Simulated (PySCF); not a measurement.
Structure problem from calculated spectra and properties.

Elements present: C, H and O. Monoisotopic mass: 70.0419 u.

| Property | Result |
| --- | --- |
| UV, first state | lowest singlet excitation: 6.11 eV (203 nm, f = 0.039) [TDDFT CAM-B3LYP/def2-SVPD] |
| XPS | C1s 291.0 (×2), C1s 291.1, C1s 291.9, O1s 538.6 eV [ΔSCF SCAN, pcX-2 on the ionised atom, pcseg-1 elsewhere, spin-free X2C] |
| 13C NMR | chemical shifts (computed TMS as zero) by class: 130.2 (2 C), 79.5 (1 C), 23.3 (1 C) ppm [GIAO CAM-B3LYP/pcSseg-2] |
| Dipole | 2.33 D [CAM-B3LYP/def2-SVPD] |
| 1H NMR | chemical shifts (computed TMS as zero) by class: 7.73 (2 H), 3.36 (2 H), 1.99 (1 H), 0.19 (1 H) ppm [GIAO CAM-B3LYP/pcSseg-2] |
| NMR, other nuclei | isotropic shieldings of nuclei other than C and H, by class: 291 (1 O) ppm [GIAO CAM-B3LYP/pcSseg-2] |
| Rotational structure | rotational constants A, B, C: 15.304, 3.294, 2.977 GHz [PBE0-D3(BJ)/def2-SVP] |
| Couplings | largest of the computed one-bond spin–spin couplings (means over like bonds): 13C–1H +240.7 (×2), 13C–1H +171.2, 13C–1H +144.2 (×2), 17O–1H -69.6, 13C–13C +65.2, 13C–13C +48.8, 17O–13C +20.4, 13C–13C +12.0 (×2) Hz [B3LYP/pcJ-1, spin–dipole term left out] |
| Valence photoelectron | vertical ionisation energy: 9.63 eV [ΔSCF CAM-B3LYP/def2-SVPD] |

The electronic properties come from PySCF, for the isolated species, density fitting. Levels stand in brackets. The structure is a single PBE0-D3(BJ)/def2-SVP conformer in the gas phase; no vibrational or solvent corrections. NMR classes are plain means over equivalent atoms (diastereotopic ones count apart unless rotation or inversion swaps them), as if these changed places fast.

Problem. Which formula fits the mass and the elements?

Solution. C4H6O (calculated 70.0419). No other formula that holds each of these elements comes within 0.0003 u with a fitting electron parity and a possible valence count.

Problem. Propose a structure and show how it fits.

Solution. Numbering: `[OH:1][CH2:2][CH:3]1[CH:4]=[CH:5]1`. Its formula, C4H6O, gives 2 degrees of unsaturation: 1 ring and 1 π bond in the structure found. 4 carbons fall into 3 classes; from least to most shielded: alkene CH carbon [C4/C5] (130.2 ppm, 2 C), carbinol carbon (C–OH) [C2] (79.5 ppm), allylic carbon [C3] (23.3 ppm). Hydrogen classes from least to most shielded: 2 H on 2 alkene CH carbons, C4/C5 (7.73 ppm), 2 H on a carbinol carbon (C–OH), C2 (3.36 ppm, a mean of values up to 1.4 ppm apart in this geometry), 1 H on an allylic carbon, C3 (1.99 ppm), 1 H on an alcohol oxygen, O1 (0.19 ppm). The other shieldings belong to: 291 ppm, alcohol oxygen [O1]. The couplings run between: +240.7 Hz, alkene CH carbon [C4] and its hydrogen (with 1 like pair); +171.2 Hz, allylic carbon [C3] and its hydrogen; +144.2 Hz, carbinol carbon (C–OH) [C2] and its hydrogen (with 1 like pair); -69.6 Hz, alcohol oxygen [O1] and its hydrogen; +65.2 Hz, alkene CH carbon [C4] and alkene CH carbon [C5]; +48.8 Hz, carbinol carbon (C–OH) [C2] and allylic carbon [C3]; +20.4 Hz, alcohol oxygen [O1] and carbinol carbon (C–OH) [C2]; +12.0 Hz, allylic carbon [C3] and alkene CH carbon [C4] (with 1 like pair). The core levels belong to: C1s 291.0 eV, alkene CH carbon [C4/C5]; C1s 291.1 eV, allylic carbon [C3]; C1s 291.9 eV, carbinol carbon (C–OH) [C2]; O1s 538.6 eV, alcohol oxygen [O1]. One atom of each topological class was ionised and stands for its class. The hole state at 291.0 eV has ⟨S²⟩ = 0.82 against 0.75, so that value is less sure. The first electron is taken from the HOMO, whose largest Löwdin shares are 0.21 on each of 2 atoms of one kind (alkene CH carbon), 0.17 on the allylic carbon and 0.16 on the alcohol oxygen. The optimised geometry has point group C1 and is an asymmetric top. Structure: `OCC1C=C1`. Computed isomers that give other values at the same levels: `O[C@]12C[C@H]1C2` (rotational constant A: 8.809 GHz; this holds for the one conformer computed); `C=C(C)C=O` (core binding energies: C1s 290.8, C1s 291.1, C1s 291.2, C1s 293.3, O1s 537.7 eV); `COC1=CC1` (vertical ionisation energy: 8.71 eV). The assignments are read from this structure; whether some other isomer fits the data as well wasn't checked.

Shape of the structure used: `[OH:1][CH2:2][CH:3]1[CH:4]=[CH:5]1`: O1–C2–C3–C4 89°, H–O1–C2–C3 -55°.
